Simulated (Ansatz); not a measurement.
C3H5FO (`CC1(F)CO1`), relaxed with RKS PBE-D4/def2-SVP in Ansatz 0.2.0 from a rough embedded geometry. The force threshold is 0.03 eV/Å; the program also tests the step.

Charge 0, multiplicity 1.

Start:

```xyz
10

C     0.183   -1.241   -0.141
C     0.473    0.198    0.005
F     1.699    0.478    0.549
C    -0.589    1.275    0.255
O     0.065    1.063   -1.061
H    -0.824   -1.362   -0.698
H     0.133   -1.737    0.782
H     0.932   -1.665   -0.806
H    -1.679    0.892    0.308
H    -0.392    2.099    0.807
```

| step | energy (eV) | largest force (eV/Å) | largest move (Å) |
| --- | --- | --- | --- |
| 1 | -7940.2249 | 5.997 | 0.000 |
| 2 | -7940.6548 | 1.832 | 0.076 |
| 3 | -7940.6916 | 0.770 | 0.056 |
| 4 | -7940.7167 | 0.093 | 0.025 |
| 5 | -7940.7183 | 0.065 | 0.023 |
| 6 (rejected) | -7940.7163 | 0.126 | 0.028 |
| 7 | -7940.7189 | 0.013 | 0.014 |

End:

```xyz
10

C     0.170   -1.253   -0.176
C     0.408    0.218    0.018
F     1.646    0.452    0.569
C    -0.619    1.245    0.243
O     0.078    1.089   -1.020
H    -0.826   -1.426   -0.625
H     0.234   -1.789    0.791
H     0.944   -1.664   -0.855
H    -1.695    0.986    0.231
H    -0.341    2.142    0.825
```

Hardware: 4 threads of an Arm Neoverse V1 on a shared host. Wall time 7 s, peak host memory 0.13 GiB.
